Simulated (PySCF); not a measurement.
Species: C2ClF3 (triplet state).
Cartesian coordinates in Å at the GFN2-xTB level; atoms count from 1:
```xyz
6
C2ClF3 angstrom
F     -1.3503    0.5948    0.1261
C     -0.3386   -0.2910   -0.0620
F     -0.2111   -0.9291    1.1295
F     -0.7821   -1.1956   -0.9325
C      0.9001    0.3419   -0.5071
Cl     1.7852    1.4810    0.2244
```

The hyperfine couplings belong to this conformer and change with its torsions.

Identity: `FC(F)(F)[C]Cl` [triplet].

Computed with PySCF, UKS B3LYP, pcH-1 on C Cl F, non-relativistic, mean-field spin-orbit, GIAO. Isolated species at its GFN2-xTB geometry, gas phase. This triplet need not be the ground state; the singlet was not compared here. The geometry wasn't refined by DFT: couplings that depend on bond lengths, twists or pyramidal angles can differ widely from those at the functional's own minimum. Stability of the SCF solution: not tested.

What is the g tensor, term by term?

| Δg (ppm) | 1 | 2 | 3 |
| --- | --- | --- | --- |
| relativistic mass correction | -206 | -206 | -206 |
| gauge correction | 42 | 26 | 5 |
| orbital Zeeman/spin–orbit | 408 | 2447 | 2631 |
| total | 244 | 2266 | 2429 |

So g = 2.00256, 2.00459, 2.00475 and g_iso = 2.00397; the tensor is close to axial: the two nearest values differ by 7 % of g3 − g1. 

What effective moment and Curie constant follow for a powder at temperatures where kT is far above the zero-field splitting?

With the mean of g² = 4.0159 and S(S+1) = 2.00: μ_eff = √(⟨g²⟩S(S+1)) = 2.834 μB and χT = 0.12505·⟨g²⟩·S(S+1) = 1.004 cm³ K/mol (cgs; spin-Hamiltonian part alone).

Average each term over the three axes. Which is largest in size?

The orbital-Zeeman/spin–orbit term 1829, the mass correction -206 and the gauge correction 24 ppm, for a total of 1647 ppm. The orbital-Zeeman/spin–orbit term is the largest in size. The mass correction is the same along every axis, so the anisotropy comes from the other two: their spans along these axes are 37 (gauge) and 2223 ppm (orbital Zeeman/spin–orbit).

What are the electron Larmor frequencies g μB B/h along the three axes at 340 mT?

9.5296, 9.5393, 9.5400 GHz for g1, g2 and g3, a range of 10.4 MHz.

The Mulliken spin populations are largest on C5 (+1.66) and Cl6 (+0.26).

The HOMO–LUMO gaps are 7.67 eV among the α and 6.89 eV among the β orbitals.

On one thread of an Arm Neoverse V2, on a shared host, this took 30 s wall (with the writing of density and orbital grids) and 0.63 GiB of memory at its peak.
